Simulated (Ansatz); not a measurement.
Geometry optimisation, RKS B3LYP-D4/def2-SVP in Ansatz.

The input (input.yaml):

```yaml
crystal:
  periodic: [false, false, false]
  atoms:
    - { symbol: Al, position_ang: [0.120723, 0.361974, 0.128182] }
    - { symbol: C, position_ang: [-0.039708, 0.255546, 2.090662] }
    - { symbol: H, position_ang: [-1.029902, -0.106857, 2.417466] }
    - { symbol: H, position_ang: [0.740601, -0.386221, 2.535435] }
    - { symbol: H, position_ang: [0.085606, 1.249699, 2.560494] }
    - { symbol: H, position_ang: [1.561407, 0.390199, -0.544051] }
    - { symbol: H, position_ang: [-1.170119, 0.643592, -0.756748] }
    - { symbol: "N", position_ang: [-0.305927, -2.595335, 0.947826] }
    - { symbol: H, position_ang: [-1.152775, -3.146342, 0.800901] }
    - { symbol: H, position_ang: [0.462608, -3.240952, 1.141997] }
    - { symbol: H, position_ang: [-0.442114, -2.013405, 1.799736] }
basis:
  gaussian: { orbitals: def2-SVP }
hamiltonian:
  xc: b3lyp
  dispersion: d4
relax:
  f_tol: 0.03
  max_steps: 50
```

Run as:

```bash
$ ansatz run input.yaml --threads 2 --pin off --max-ram 3072MiB --backend cpu --events-out ev --progress --plain --runs-dir out
```

Problem. Where does it end, and by what steps?

Solution. The forces met the threshold. The force dipped under the threshold on the way, but the program's further checks kept it going. After 18 steps the energy has fallen by 0.979 eV; H9 moved furthest, 1.23 Å. Joined: Al1–N8 (3.10 → 2.09 Å).

```json
{"step": "0", "energy less start (eV)": "0.0000", "largest force component (eV/Å)": "0.919", "accepted": "yes"}
{"step": "1", "energy less start (eV)": "-0.2387", "largest force component (eV/Å)": "1.287", "accepted": "yes"}
{"step": "2", "energy less start (eV)": "-0.5168", "largest force component (eV/Å)": "1.626", "accepted": "yes"}
{"step": "3", "energy less start (eV)": "-0.7802", "largest force component (eV/Å)": "1.236", "accepted": "yes"}
{"step": "4", "energy less start (eV)": "-0.8738", "largest force component (eV/Å)": "0.838", "accepted": "yes"}
{"step": "5", "energy less start (eV)": "-0.9382", "largest force component (eV/Å)": "0.248", "accepted": "yes"}
{"step": "6", "energy less start (eV)": "-0.8583", "largest force component (eV/Å)": "0.766", "accepted": "no"}
{"step": "7", "energy less start (eV)": "-0.9539", "largest force component (eV/Å)": "0.128", "accepted": "yes"}
{"step": "8", "energy less start (eV)": "-0.9577", "largest force component (eV/Å)": "0.089", "accepted": "yes"}
{"step": "9", "energy less start (eV)": "-0.9585", "largest force component (eV/Å)": "0.309", "accepted": "yes"}
{"step": "10", "energy less start (eV)": "-0.9696", "largest force component (eV/Å)": "0.025", "accepted": "yes"}
{"step": "11", "energy less start (eV)": "-0.9514", "largest force component (eV/Å)": "0.765", "accepted": "no"}
{"step": "12", "energy less start (eV)": "-0.9728", "largest force component (eV/Å)": "0.144", "accepted": "yes"}
{"step": "13", "energy less start (eV)": "-0.9699", "largest force component (eV/Å)": "0.327", "accepted": "no"}
{"step": "14", "energy less start (eV)": "-0.9755", "largest force component (eV/Å)": "0.044", "accepted": "yes"}
{"step": "15", "energy less start (eV)": "-0.9769", "largest force component (eV/Å)": "0.063", "accepted": "yes"}
{"step": "16", "energy less start (eV)": "-0.9779", "largest force component (eV/Å)": "0.128", "accepted": "yes"}
{"step": "17", "energy less start (eV)": "-0.9788", "largest force component (eV/Å)": "0.059", "accepted": "yes"}
{"step": "18", "energy less start (eV)": "-0.9792", "largest force component (eV/Å)": "0.014", "accepted": "yes"}
```

```xyz
11
Properties=species:S:1:pos:R:3
Al -0.066 -0.240 0.427
C 0.069 0.429 2.290
H -0.836 0.220 2.890
H 0.934 0.010 2.837
H 0.200 1.526 2.305
H 1.277 -0.288 -0.450
H -1.437 0.030 -0.364
N -0.297 -2.291 0.755
H -0.426 -2.793 -0.127
H 0.522 -2.696 1.217
H -1.110 -2.495 1.342
```

Whether the end is a true minimum wasn't checked by a vibrational analysis.

Run time: 33 s on 2 threads of Arm Neoverse V1, on a shared host, peak memory 0.16 GiB.
